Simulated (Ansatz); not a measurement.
Species, as SMILES: OO (H2O2).
Atoms: O1, O2, H3, H4. Bonds: O1-O2, O1-H3, O2-H4.

Basis-set convergence of the optimised O1-H3 bond length at PBE with Ansatz (a program for electronic structure). All functions are spherical. No added dispersion term, no relativity. Reference: the value in def2-QZVPPD, 0.9752 Å, itself unsure by roughly 0.0003 Å (its mean distance from pcseg-3, def2-QZVPP, cc-pVQZ). Deviations are taken from unrounded values.

| basis | functions | optimised O1-H3 bond length (Å) | minus reference (Å) |
|---|---|---|---|
| cc-pVDZ | 38 | 0.9830 | 0.0078 |
| aug-cc-pVDZ | 64 | 0.9798 | 0.0046 |
| cc-pVTZ | 88 | 0.9756 | 0.0004 |
| jun-cc-pV(T+d)Z | 106 | 0.9764 | 0.0012 |
| aug-cc-pVTZ | 138 | 0.9765 | 0.0013 |
| cc-pVQZ | 170 | 0.9749 | -0.0003 |

The smallest set listed that lies within 0.003 Å of the reference with all its larger relatives (same family, alike in diffuse functions; a set with none counts only in the reference's own line) is cc-pVTZ (88 functions, 0.0004 Å off).
